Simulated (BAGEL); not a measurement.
# One shape, several levels: CH4Si (SMILES C[SiH])

Wanted: a comparison of 6 runs (HF/STO-3G, B3LYP/6-31G*, B3LYP/6-31+G*, PBE0/def2-SVP, PBE0/aug-cc-pVDZ, RI-MP2/6-31G*) of CH4Si. 

Program for the calculation: BAGEL 1.2.2.

4 further runs of the same task are left out: 4 set aside as unsound or not needed.

## 1. Starting point

CH4Si: 6 atoms, total charge 0, spin state singlet. As SMILES, `C[SiH]`. The coordinates come from a PBE0-D4/def2-TZVP relaxation.

Bond lengths: C1–Si2 1.892 Å, C1–H3 1.098 Å, C1–H4 1.091 Å, C1–H5 1.098 Å, Si2–H6 1.531 Å. Angles: C1–Si2–H6 94.2°, Si2–C1–H3 109.7°, Si2–C1–H4 113.8°, Si2–C1–H5 109.5°, H3–C1–H4 109.0°, H3–C1–H5 105.5°, H4–C1–H5 109.0°.

## 2. A single-point energy at HF/STO-3G (run 1)

File job.json:

```json
{ "bagel": [

{
  "title": "molecule",
  "basis": "sto-3g",
  "df_basis": "qzvpp-jkfit",
  "geometry": [
    { "atom": "C", "xyz": [ -0.17668939, -0.69163976, -0.69976558 ] },
    { "atom": "Si", "xyz": [  1.73344577,  0.39646454,  2.12083963 ] },
    { "atom": "H", "xyz": [ -2.18622415, -0.77497668, -0.19313001 ] },
    { "atom": "H", "xyz": [  0.40629112, -2.52391821, -1.44186103 ] },
    { "atom": "H", "xyz": [ -0.04535343,  0.72187538, -2.21249135 ] },
    { "atom": "H", "xyz": [  0.26871905,  2.87238371,  2.42640834 ] }
  ]
},
{ "title": "hf", "df": false },
{ "title": "print", "file": "orbitals.molden", "orbitals": true }

]}
```

Command:

```bash
$ BAGEL_NUM_THREADS=1 BAGEL job.json > job.out
```

The program printed:

```text
* using 1 threads per process

  ===============================================================
  ===============================================================

  *** Geometry ***

  { "atom" : "C", "xyz" : [     -0.176689,     -0.691640,     -0.699766 ] },
  { "atom" : "Si", "xyz" : [      1.733446,      0.396465,      2.120840 ] },
  { "atom" : "H", "xyz" : [     -2.186224,     -0.774977,     -0.193130 ] },
  { "atom" : "H", "xyz" : [      0.406291,     -2.523918,     -1.441861 ] },
  { "atom" : "H", "xyz" : [     -0.045353,      0.721875,     -2.212491 ] },
  { "atom" : "H", "xyz" : [      0.268719,      2.872384,      2.426408 ] },

  Number of auxiliary basis functions:      275

  Since a DF basis is specified, we compute 2- and 3-index integrals:
    o Being stored without compression. Storage requirement is 0.001 GB

  Number of basis functions:       18
  Number of electrons      :       24

    * METHOD: MOLECULE                             0.05

  *** RHF ***

  === Nuclear Repulsion ===
    48.6036937310

      * DIIS with orbital gradients will be used.

  === RHF iteration (sto-3g) ===
      0       -325.19712120          0.01836756           0.01
      1       -325.25862995          0.00554096           0.01
      2       -325.26314452          0.00134548           0.01
      3       -325.26359652          0.00021506           0.01
      4       -325.26360845          0.00003605           0.01
      5       -325.26360874          0.00000492           0.01
      6       -325.26360874          0.00000126           0.01
      7       -325.26360874          0.00000051           0.01
      8       -325.26360874          0.00000010           0.01
      9       -325.26360874          0.00000003           0.01
     10       -325.26360874          0.00000001           0.01
    * SCF iteration converged.

    * Permanent dipole moment:
           (   -0.044966,     0.021951,    -0.030658) a.u.

    * METHOD: HF                                   0.18

    * METHOD: PRINT                                0.00

  ===============================================================
```

Run time: 0.48 s. Hardware: 1 thread of Intel Xeon Platinum 8488C (Sapphire Rapids), shared host.

## 3. A single-point energy at B3LYP/6-31G(d) (density fitting with qzvpp-jkfit, Cartesian functions) (run 2)

File dft.json:

```json
{ "bagel" : [

{
  "title" : "molecule",
  "basis" : "6-31gs.json",
  "df_basis" : "qzvpp-jkfit",
  "angstrom" : true,
  "cartesian" : true,
  "geometry" : [
    { "atom" : "C", "xyz" : [      -0.093500,      -0.366000,      -0.370300 ] },
    { "atom" : "Si", "xyz" : [       0.917300,       0.209800,       1.122300 ] },
    { "atom" : "H", "xyz" : [      -1.156900,      -0.410100,      -0.102200 ] },
    { "atom" : "H", "xyz" : [       0.215000,      -1.335600,      -0.763000 ] },
    { "atom" : "H", "xyz" : [      -0.024000,       0.382000,      -1.170800 ] },
    { "atom" : "H", "xyz" : [       0.142200,       1.520000,       1.284000 ] }
  ]
},

{ "title" : "ks", "xc_func" : "b3lyp" },

{ "title" : "print", "file" : "orbitals.molden", "orbitals" : true }

]}
```

The basis set 6-31G* is read from a file made from the Basis Set Exchange's data (not shown).

Command:

```bash
$ BAGEL_NUM_THREADS=1 BAGEL dft.json > dft.out
```

The program printed:

```text
* using 1 threads per process

  ===============================================================
  ===============================================================

  Cartesian basis functions are used
  *** Geometry ***

  { "atom" : "C", "xyz" : [     -0.176689,     -0.691640,     -0.699766 ] },
  { "atom" : "Si", "xyz" : [      1.733446,      0.396465,      2.120840 ] },
  { "atom" : "H", "xyz" : [     -2.186224,     -0.774977,     -0.193130 ] },
  { "atom" : "H", "xyz" : [      0.406291,     -2.523918,     -1.441861 ] },
  { "atom" : "H", "xyz" : [     -0.045353,      0.721875,     -2.212491 ] },
  { "atom" : "H", "xyz" : [      0.268719,      2.872384,      2.426408 ] },

  Number of auxiliary basis functions:      324

  Since a DF basis is specified, we compute 2- and 3-index integrals:
    o Being stored without compression. Storage requirement is 0.005 GB

  Number of basis functions:       42
  Number of electrons      :       24

    * METHOD: MOLECULE                             0.06

  *** Kohn-Sham DFT ***

    * Removing 9143 points whose weight is below 1.00e-10
    * Grid points: 80293

  === Nuclear Repulsion ===
    48.6036936582

       - DIIS with orbital gradients will be used.

  === KS iteration (b3lyp / 6-31gs.json) ===
      0       -316.42544736          0.14320368           0.15
      1       -324.09630354          0.12723162           0.12
      2       -322.32786312          0.16254208           0.11
      3       -328.92363939          0.08414180           0.11
      4       -329.76959726          0.03193557           0.11
      5       -329.93918222          0.00388470           0.11
      6       -329.94149038          0.00062386           0.12
      7       -329.94159529          0.00014537           0.11
      8       -329.94160103          0.00002299           0.12
      9       -329.94160114          0.00000462           0.12
     10       -329.94160115          0.00000051           0.11
     11       -329.94160115          0.00000037           0.11
     12       -329.94160115          0.00000004           0.11
     13       -329.94160115          0.00000001           0.12
    * SCF iteration converged.

    * Permanent dipole moment:
           (    0.344744,     0.025555,     0.381998) a.u.

    * METHOD: KS                                   1.86

    * METHOD: PRINT                                0.00

  ===============================================================
```

Run time: 2.2 s. Hardware: 1 thread of Intel Xeon Platinum 8488C (Sapphire Rapids), shared host; peak memory 0.19 GiB.

Runs 3 to 5 aren't shown in full; the table further down has their settings and results.

## 4. Energy and gradient at RI-MP2/6-31G(d) (density fitting with svp-jkfit, spherical functions) (run 6)

File job.json:

```json
{ "bagel": [

{
  "title": "molecule",
  "basis": "6-31gs.json",
  "df_basis": "svp-jkfit",
  "angstrom": true,
  "geometry": [
    { "atom": "C", "xyz": [      -0.093500,      -0.366000,      -0.370300 ] },
    { "atom": "Si", "xyz": [       0.917300,       0.209800,       1.122300 ] },
    { "atom": "H", "xyz": [      -1.156900,      -0.410100,      -0.102200 ] },
    { "atom": "H", "xyz": [       0.215000,      -1.335600,      -0.763000 ] },
    { "atom": "H", "xyz": [      -0.024000,       0.382000,      -1.170800 ] },
    { "atom": "H", "xyz": [       0.142200,       1.520000,       1.284000 ] }
  ]
},

{
  "title": "force",
  "method": [
    {
      "title": "mp2",
      "ncore": 6
    }
  ]
}

]}
```

The basis set 6-31G* is read from a file made from the Basis Set Exchange's data (not shown).

Command:

```bash
$ BAGEL_NUM_THREADS=1 BAGEL job.json > job.out
```

The program printed:

```text
* using 1 threads per process

  ===============================================================
  ===============================================================

  *** Geometry ***

  { "atom" : "C", "xyz" : [     -0.176689,     -0.691640,     -0.699766 ] },
  { "atom" : "Si", "xyz" : [      1.733446,      0.396465,      2.120840 ] },
  { "atom" : "H", "xyz" : [     -2.186224,     -0.774977,     -0.193130 ] },
  { "atom" : "H", "xyz" : [      0.406291,     -2.523918,     -1.441861 ] },
  { "atom" : "H", "xyz" : [     -0.045353,      0.721875,     -2.212491 ] },
  { "atom" : "H", "xyz" : [      0.268719,      2.872384,      2.426408 ] },

  Number of auxiliary basis functions:      275

  Since a DF basis is specified, we compute 2- and 3-index integrals:
    o Being stored without compression. Storage requirement is 0.004 GB

  Number of basis functions:       40
  Number of electrons      :       24

    * METHOD: MOLECULE                             0.06

  The gradients will be computed analytically.

  *** RHF ***

  === Nuclear Repulsion ===
    48.6036936582

      * DIIS with orbital gradients will be used.

  === RHF iteration (6-31gs.json) ===
      0       -328.98169099          0.01941314           0.01
      1       -329.03422163          0.00823095           0.01
      2       -329.04405899          0.00180479           0.01
      3       -329.04490926          0.00022760           0.01
      4       -329.04493090          0.00006503           0.01
      5       -329.04493253          0.00001409           0.01
      6       -329.04493260          0.00000343           0.01
      7       -329.04493260          0.00000057           0.01
      8       -329.04493260          0.00000015           0.01
      9       -329.04493260          0.00000005           0.01
     10       -329.04493260          0.00000001           0.01
     11       -329.04493260          0.00000000           0.01
    * SCF iteration converged.

    * Permanent dipole moment:
           (    0.316579,     0.014883,     0.343947) a.u.

  === DF-MP2 calculation ===

    * freezing 6 orbitals

      MP2 correlation energy:   -0.1991500587

    * Permanent dipole moment: MP2 unrelaxed
           (    0.317180,     0.015877,     0.345358) a.u.

  === Z-vector iteration ===

      0     0.00047745038131           0.00
      1     0.00008899056354           0.00
      2     0.00002152166364           0.00
      3     0.00000402412918           0.00
      4     0.00000079875820           0.00
      5     0.00000016116021           0.00
      6     0.00000003302353           0.00
      7     0.00000000586744           0.00

    * Permanent dipole moment: MP2 relaxed
           (    0.338197,     0.005766,     0.360229) a.u.

  * Nuclear energy gradient

    o Atom   0
        x          0.0017215753
        y          0.0002737128
        z          0.0021073106
    o Atom   1
        x         -0.0013261597
        y         -0.0032819816
        z         -0.0038679693
    o Atom   2
        x          0.0005079069
        y          0.0007189039
        z          0.0005176088
    o Atom   3
        x          0.0003512723
        y          0.0002200013
        z          0.0005139903
    o Atom   4
        x          0.0000908860
        y          0.0004204321
        z          0.0009030651
    o Atom   5
        x         -0.0013454807
        y          0.0016489316
        z         -0.0001740055

    * METHOD: FORCE                                0.49

  ===============================================================
```

Wall time 0.78 s (1 thread of Intel Xeon Platinum 8488C (Sapphire Rapids), shared host); peak memory 0.14 GiB.

## 5. All runs side by side

```
run                                                                  level  integral approximation  Cartesian functions  energy (Eh)  dipole moment (D)  HOMO energy (eV)  LUMO energy (eV)  wall time
  1                                                              HF/STO-3G                    none                   no  -325.263609               0.15             -6.03              6.15     0.48 s
  2   B3LYP/6-31G* (density fitting with qzvpp-jkfit, Cartesian functions)             qzvpp-jkfit                  yes  -329.941601               1.31             -5.98             -2.63      2.2 s
  3  B3LYP/6-31+G* (density fitting with qzvpp-jkfit, spherical functions)             qzvpp-jkfit                   no  -329.942697               1.17             -6.12             -2.77      2.4 s
  4                       PBE0/def2-SVP (density fitting with qzvpp-jkfit)             qzvpp-jkfit                   no  -329.637669               1.26             -6.25             -2.49      2.3 s
  5                    PBE0/aug-cc-pVDZ (density fitting with qzvpp-jkfit)             qzvpp-jkfit                   no  -329.761853               1.22                 –                 –      6.9 s
  6    RI-MP2/6-31G* (density fitting with svp-jkfit, spherical functions)               svp-jkfit                   no  -329.244083               1.26                 –                 –     0.78 s
```

## 6. What came out

```
                                                      quantity          value
                                           run 6: total energy  -329.24408 Eh
run 6: dipole moment (of the density that the program reports)         1.26 D
            run 6: correlation energy (6 core orbitals frozen)     -199.2 mEh
                               run 6: largest force on an atom     0.270 eV/Å
```

The dipole moment (its size) runs from 0.15 D (HF/STO-3G) to 1.31 D (B3LYP/6-31G*). The two ends differ in method and basis. The two dipoles point in opposite directions. Over runs 1, 2, 3, 4 the HOMO–LUMO gap runs from 3.35 eV (B3LYP/6-31+G*) to 12.19 eV (HF/STO-3G). Totals of different functionals can't be ranked against each other. In run 1 the basis is minimal, so the values are rough. All runs together took 15 s, the longest 6.9 s.
